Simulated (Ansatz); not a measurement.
**Forces away from equilibrium**

CH₂LiS (SMILES [Li][CH]S), doublet, displaced at random from a GFN2-xTB minimum.

| atom | x (Å) | y (Å) | z (Å) |
| --- | --- | --- | --- |
| Li1 | -1.7878 | -1.3515 | -0.3631 |
| C2 | -0.3498 | -0.2808 | 0.4379 |
| S3 | 0.5121 | 0.8320 | -0.9456 |
| H4 | 0.3204 | -0.1970 | 1.2546 |
| H5 | 1.4703 | 1.5000 | -0.1287 |

Computed with Ansatz 0.2.0 (basis: def2-TZVPP); correlated methods freeze the cores; orbitals are unrestricted. The outer core shell of Li, Na, Mg and K is correlated.

CCSD(T) forces from the calculation:
```json
{"atom": "Li1", "Fx": "0.233", "Fy": "0.224", "Fz (eV/Å)": "0.171"}
{"atom": "C2", "Fx": "0.008", "Fy": "0.761", "Fz (eV/Å)": "-2.635"}
{"atom": "S3", "Fx": "0.256", "Fy": "-0.323", "Fz (eV/Å)": "2.583"}
{"atom": "H4", "Fx": "0.666", "Fy": "0.152", "Fz (eV/Å)": "0.958"}
{"atom": "H5", "Fx": "-1.163", "Fy": "-0.814", "Fz (eV/Å)": "-1.077"}
```

Root-mean-square difference of the force components from those of CCSD(T): PBE0-D4 0.108; wB97M-V 0.094; r2SCAN-D4 0.051; PBE-D4 0.182; SPW92 0.305; wB97X-V 0.130 eV/Å.

No T1 diagnostic of these runs exceeds 0.021. ⟨S²⟩ of the unrestricted Hartree–Fock references: 0.77 (a pure state has 0.75). These are differences at one structure, and CCSD(T) in triple zeta is itself an approximation.

For scale, one of the runs: CCSD(T)/def2-TZVPP forces, 120 basis functions (an equivalent command: `ansatz run in.yaml --threads 4`). The run took 37 s on 4 CPU threads (shared host), with 1.9 GiB of host memory at its peak.
